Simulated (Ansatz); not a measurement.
Species: CH$_{3}$, SMILES `[CH3]` (charge 0, multiplicity 2), formula CH3.

Q: How many basis functions does frozen-core CCSD(T)/cc-pVTZ // PBE0-D4/def2-TZVP (Ansatz, an electronic-structure program) use, how many core orbitals are frozen, and how many electrons are correlated?

A: 72 basis functions and 1 frozen orbitals, which leaves 7 correlated electrons. Core time is of the order of seconds.
